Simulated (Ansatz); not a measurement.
System: A-type hexagonal La₂O₃. Method: PBE (Ansatz, an electronic-structure program, plane waves, PAW).

Numerical settings: plane-wave cutoff 520 eV, 6×6×4 k mesh (along the axes of the cell as run), perturbation theory, scalar-relativistic PAW data made under PBE.

Computed at the level's own relaxed cell.

Harmonic phonon frequencies (cm⁻¹; i marks an imaginary mode; at Γ without the LO shift):

```json
[
 {"q point": "Γ", "frequencies": "0 0 0 97 97 165 165 173 181 344 344 379 379 381 426"},
 {"q point": "M", "frequencies": "74 95 106 109 149 169 205 207 269 272 301 340 381 487 494"},
 {"q point": "K", "frequencies": "57 95 95 152 152 179 205 205 247 302 308 308 401 483 483"}
]
```

No imaginary mode appears at these points.
